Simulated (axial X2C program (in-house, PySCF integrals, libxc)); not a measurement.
# PH⁻: from the spin-free to the two-component result

All values were computed with an in-house relativistic program for diatomic molecules. Spin-free means the one-electron spin-free X2C Hamiltonian; two-component (2c) means X2C with spin–orbit coupling and atomic mean-field two-electron Coulomb and Gaunt terms, so the difference of the two also holds small scalar two-electron terms. Basis: P dyall-av3z [9s8p3d2f], H dyall-av3z [7s3p2d] (cores contracted in-house); Gaussian nuclei, density fitting, unrestricted open shells. Masses: P 30.974 u, H 1.008 u.

Spin-free state: M_S = 1/2, Λ = 1 (beyond evenly filled blocks: π+α, π+β, π-α); fragments P- + H for PBE0, MP2, r2SCAN; P + H- for HF, CCSD, CCSD(T).

```tsv
level	Re (Å)	ωe (cm⁻¹)	De (eV)	μ (D)
PBE0	1.442	2266.5	3.277	0.11
HF	1.428	2359.2	2.272	0.27
MP2	1.435	2313.1	3.254	n/a
CCSD	1.440	2258.6	3.129	n/a
CCSD(T)	1.443	2239.2	3.243	n/a
r2SCAN	1.442	2253.8	3.183	0.15
```

Correlated methods: 7 electrons correlated (number of frozen shells: P 2 s, 1 p; H none), 149 virtual spin orbitals or spinors in MP2, 90 natural virtuals in coupled cluster.

Dipoles are positive if H is the positive end and refer to the centre of mass.

Task: Within this multiplet, which Ω should lie lowest by the rule for regular and inverted multiplets?

Result: The open π shell holds three electrons, one hole, so the multiplet is inverted: Ω = Λ + 1/2 = 3/2. The PBE0 2c search agrees, though Ω = 1/2 of the search lies only 0.02 eV higher.

Two-component determinant lowest at the distance of the search:

Ω = 3/2 (⟨Sz⟩ = 0.50, ⟨Lz⟩ = 1.00 at HF); fragments P- + H for PBE0, MP2, r2SCAN; P + H- for HF, CCSD, CCSD(T).

```csv
level,Re (Å),ωe (cm⁻¹),De (eV),μ (D)
PBE0,1.442,2265.5,3.288,0.11
HF,1.428,2357.8,2.282,0.27
MP2,1.435,2312.6,3.257,n/a
CCSD,1.440,2257.6,3.140,n/a
CCSD(T),1.443,2238.2,3.253,n/a
r2SCAN,1.442,2252.7,3.194,0.15
```

Task: From the two tables, how do the constants change at the CCSD(T) level (2c against spin-free)?

Result: At the CCSD(T) level Re is unchanged within 0.001 Å and ωe falls by 1.0 cm⁻¹; De changes by 0.010 eV.

The state is one determinant whose occupation by symmetry is held fixed; it was picked as the lowest of a PBE0 search that is not exhaustive. De is counted from the lowest determinant-based energies of the atoms at the same level, without counterpoise correction. Density functionals use the spin component along the axis (collinear). CCSD and (T) use frozen natural virtuals with an MP2 correction for the truncation; (T) itself is uncorrected, so its De runs slightly low. In 2c an atomic determinant is not the ground J level, so De misses part of the atomic spin–orbit lowering. This holds for PBE0, r2SCAN. Without a current term, density functionals place determinants with orbital angular momentum somewhat too high. The highest occupied level of some functionals is positive through self-interaction error; at Hartree–Fock it is bound. Hartree–Fock gets electron affinities wrong, so its lowest charge split need not be the true one.
